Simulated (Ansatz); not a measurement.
The input, for Ansatz 0.2.0:

```yaml
crystal:
  periodic: [false, false, false]
  atoms:
    - {symbol: Br, position_ang: [0.000000, 0.000000, 0.000000]}
    - {symbol: H, position_ang: [0.000000, 0.000000, 1.944000]}
basis:
  gaussian: {orbitals: cc-pVTZ}
correlation: {method: fic_nevpt4_sd, electrons: outside_noble_gas, active_space: {window: {electrons: 8, orbitals: 5}, shells: [{species: Br, l: s, shell: 4}, {species: Br, l: p, shell: 4}, {species: H, l: s, shell: 1}]}}
```

```sh
$ ansatz run in.yaml --threads 1 --pin off --events-out ev --progress --plain --max-ram 2393MiB
```

Output:

```
586 factors; integrals over basis functions are off by at most 2.5e-7 eV
mean field evaluation 1: about -70013.4683 eV, gradient 1.2e1 eV
mean field evaluation 2: about -70013.4855 eV, gradient 1.2e1 eV
mean field evaluation 4: about -70014.2794 eV, gradient 1.5e0 eV
mean field evaluation 8: about -70014.2966 eV, gradient 6.5e-5 eV
mean field -70014.29662813 eV, -2572.9779436889 hartree, gradient 2.2e-6 eV, S^2 0.000000; 0 other end points of the search recorded, 0 dependent functions left out; unrestricted orbitals would lower it
reference -70014.29662813 eV, -2572.9779436889 hartree; 18, 18 occupied and 39, 39 virtual orbitals, 586 factors
state -70015.31051143 eV, -2573.0152032132 hartree
state -70015.31051143 eV, -2573.0152032132 hartree; corrected -70019.93719238 eV, -2573.1852306018 hartree
Total energy: -70019.93719238 eV, -2573.1852306018 hartree
Checks for a lower state left out: starts, orbital_swaps
```

Natural occupations: 1.9997 1.9997 1.9994 1.8815 0.1198.

For the same geometry and basis RCCSDT(Q) lies 135.7 meV lower.

Ran on 1 thread of Arm Neoverse V1, shared host: 1.4 s wall, 0.11 GiB peak host memory.
